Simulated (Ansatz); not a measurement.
**C₂H₂FN: ionisation energy by level of theory**

One table from this session's results is given with a row withheld; the runs are named, their logs left out.

Program: Ansatz 0.2.0, Gaussian basis. Level of theory: unrestricted cation, the program's frozen cores in correlated methods. These are calculated values, not measurements.

Levels to be run: UKS PBE-D4/def2-TZVPP; UKS r2SCAN-D4/def2-TZVPP; UKS PBE0-D4/def2-TZVPP; UKS B3LYP-D4/def2-TZVPP; UKS wB97X-V/def2-TZVPP; UKS wB97M-V/def2-TZVPP; UKS B2PLYP/def2-TZVPP; UHF-CCSD(T)/def2-TZVPP; UHF-MP2/def2-QZVPP; extrapolation to the limit; then −ε(HOMO) from the neutral's earlier runs with LDA (SPW92), PBE-D4, revPBE-D4, BLYP-D4, r2SCAN-D4, B97M-V, PBE0-D4, B3LYP-D4, r2SCANh-D4, r2SCAN0-D4, HSE06-D4, BHLYP-D4, CAM-B3LYP-D4, LC-ωPBE, ωB97X-V, ωB97M-V.

## Structure used throughout

The geometry comes from an earlier relaxation with PBE0-D4 in a triple-zeta def2 set; it is a stationary point.

SMILES `FC1=CN1`, 6 atoms, charge 0, spin multiplicity 1.

Atoms are counted from 1 here; the program's logs count them from 0.

Bond lengths: F1–C2 1.294 Å, C2–C3 1.267 Å, C2–N4 1.409 Å, C3–N4 1.614 Å, C3–H5 1.070 Å, N4–H6 1.024 Å. Angles: F1–C2–C3 151.2°, F1–C2–N4 134.6°, C3–C2–N4 74.0°, C2–C3–N4 57.0°, C2–C3–H5 161.6°, N4–C3–H5 135.8°, C2–N4–C3 49.0°, C2–N4–H6 109.2°, C3–N4–H6 107.7°.

Set-up of the first run:

in.yaml

```yaml
crystal:
  periodic: [false, false, false]
  atoms:
    - {symbol: F, position_ang: [-0.199784, -1.641975, 1.023209]}
    - {symbol: C, position_ang: [-0.052386, -0.592945, 0.279412]}
    - {symbol: C, position_ang: [0.550082, 0.044624, -0.635081]}
    - {symbol: N, position_ang: [-0.804661, 0.577914, 0.061877]}
    - {symbol: H, position_ang: [1.089289, 0.266007, -1.532175]}
    - {symbol: H, position_ang: [-0.540539, 1.282273, 0.756658]}
basis:
  gaussian: {orbitals: def2-TZVPP}
total_charge: 1
magnetization: {spin_polarized: true, initial_magnetization: 1}
hamiltonian: {xc: pbe, dispersion: d4}
```

On the command line:

```sh
$ ansatz run in.yaml --threads 2 --pin off --events-out ev --progress --plain --max-ram 4352MiB
```

Among the steps run: Cation, UKS PBE-D4/def2-TZVPP; Cation, UKS r2SCAN-D4/def2-TZVPP; Cation, UKS PBE0-D4/def2-TZVPP; Cation, UKS B3LYP-D4/def2-TZVPP; Cation, UKS wB97X-V/def2-TZVPP; Cation, UKS wB97M-V/def2-TZVPP; Cation, UKS B2PLYP (frozen core)/def2-TZVPP; Cation, UHF-CCSD(T)/def2-TZVPP; Cation, UHF-MP2/def2-QZVPP.

One of the session's tables, all rows but one given; the rest of the session is left out.

Orbital estimates, from the neutral's runs:

| functional | −ε(HOMO) (eV) |
| --- | --- |
| LDA (SPW92) | 5.26 |
| PBE-D4 | 5.11 |
| revPBE-D4 | 5.06 |
| BLYP-D4 | 5.02 |
| r2SCAN-D4 | 5.32 |
| B97M-V | 5.41 |
| PBE0-D4 | 6.45 |
| B3LYP-D4 | 6.25 |
| r2SCANh-D4 | 5.83 |
| r2SCAN0-D4 | 6.58 |
| HSE06-D4 | 6.04 |
| BHLYP-D4 | 7.68 |
| CAM-B3LYP-D4 | 7.88 |
| LC-ωPBE | 9.24 |
| ωB97X-V | ? |
| ωB97M-V | 8.76 |

**Question.** Estimate the row for ωB97X-V.

**Answer.** −ε(HOMO) (eV): 8.85. In the column «−ε(HOMO) (eV)» it lies between ωB97M-V (8.76) and LC-ωPBE (9.24).

Caveats from the session: The cation may have settled in a state other than its lowest; no search over hole states beyond the program's own was made.
